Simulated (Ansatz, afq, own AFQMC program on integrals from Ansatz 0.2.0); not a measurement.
CH₃, doublet: AFQMC among the cluster methods

```xyz
4

C    -0.7276   -0.2345   -0.3894
H    -0.9029   -0.8049    0.5232
H    -0.1975   -0.6922   -1.2251
H    -1.0837    0.7933   -0.4668
```

Basis def2-TZVP. Only valence electrons are correlated. Integrals, coupled cluster, full CI and functionals: Ansatz 0.2.0; the random walks run on the same integrals in our own AFQMC program. The CISD trial takes its coefficients from CCSD amplitudes. Released means that phaseless walkers are propagated on without the constraint, phases kept. Error bars are statistical, one sigma.

Determinant: UHF, the one that the program's search chose, which needn't be the lowest solution. The geometry is a PBE0/def2-SVP stationary point of this or a neighbouring charge and spin state.

No full CI on the walks' own integrals is used here; CCSDT(Q) serves as the reference and is uncertain by about the last step of the cluster series.

* T1 diagnostic: 0.0088
* weight of the determinant in the CISD state: 0.936
* ⟨S²⟩ of the determinant: 0.762
* size of the correlated space: 7 electrons in 48 orbitals

```
  level  correlation energy (eV)
    MP2                  -4.0858
   CCSD                  -4.6818
CCSD(T)                  -4.8006
```

(1) Estimate where phaseless AFQMC with a CISD trial lies against CCSD(T) on the same integrals.

(1) 0.30 ± 0.04 kcal/mol below CCSD(T).

Reference: CCSDT(Q), correlation energy -4.817 eV. The released energy is read at 2.40 1/Eh (meV from the phaseless value at times in 1/Eh: -3.6 ± 1.2 at 0.24, -4.6 ± 1.4 at 0.51, -6.9 ± 1.2 at 0.99, -5.7 ± 1.2 at 1.62, -7.5 ± 1.8 at 2.40).

| level | E − E(reference) (kcal/mol) | share of correlation (%) |
| --- | --- | --- |
| CCSD(T) | 0.38 | 99.66 |
| CCSDT | 0.07 | 99.94 |
| ph-AFQMC/CISD | 0.07 ± 0.04 | 99.93 |
| released AFQMC | -0.10 ± 0.04 | 100.09 |

A walk keeps the symmetry of its determinant, which the program's search chose and which needn't be the lowest solution, so a lower state of the same spin and another symmetry isn't excluded. Released energies are given only where the last usable release times agree within the noise; a slower fall can still hide under it.
